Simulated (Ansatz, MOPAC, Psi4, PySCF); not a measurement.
Molecule: CN, net charge 0, doublet state. SMILES: [C]#N
Geometry from a B3LYP-D3(BJ)/def2-TZVP (Ansatz, a program for electronic structure) optimisation:
```
C
N 1 1.1622
```
Charge 0, spin multiplicity 2.

Wanted: size of the dipole moment, in D. Terms: non-relativistic; spin-orbit terms left out; 6-311+G** with 5d; six Cartesian d functions in 6-31G* and its kin unless marked 5d; LANL2DZ all-electron up to Ne; UHF or UKS for open shells. First-principles rows: single points at B3LYP-D3(BJ) geometries (Ansatz). Semi-empirical rows: dipoles at the shared geometry.

```json
[
 {"level": "PM3", "program": "MOPAC", "size of the dipole moment (D)": "1.65"},
 {"level": "SVWN5/6-31G*", "program": "Ansatz", "size of the dipole moment (D)": "1.06"},
 {"level": "PBE/STO-3G", "program": "Ansatz", "size of the dipole moment (D)": "0.88"},
 {"level": "PBE/LANL2DZ", "program": "Ansatz", "size of the dipole moment (D)": "1.01"},
 {"level": "PBE/def2-SVP", "program": "Ansatz", "size of the dipole moment (D)": "1.06"},
 {"level": "B3LYP/LANL2DZ", "program": "Ansatz", "size of the dipole moment (D)": "1.24"},
 {"level": "B3LYP/6-31G*", "program": "Ansatz", "size of the dipole moment (D)": "1.28"},
 {"level": "B3LYP/6-31+G*", "program": "Ansatz", "size of the dipole moment (D)": "1.39"},
 {"level": "B3LYP/6-311+G**", "program": "Ansatz", "size of the dipole moment (D)": "1.41"},
 {"level": "PBE0/6-311+G**", "program": "Ansatz", "size of the dipole moment (D)": "1.54"},
 {"level": "M06-2X/6-31G* (5d)", "program": "PySCF", "size of the dipole moment (D)": "1.75"},
 {"level": "M06-2X/6-311+G**", "program": "PySCF", "size of the dipole moment (D)": "1.88"},
 {"level": "wB97X-D/6-311+G**", "program": "Psi4", "size of the dipole moment (D)": "1.59"}
]
```

No value to compare with is used here. The 13 habitual levels span 0.88 (PBE/STO-3G) to 1.88 D (M06-2X/6-311+G**).

The levels are drawn from those run, B3LYP/6-31G* more often than the rest, none by its result; runs whose electronic state is in doubt are left out.
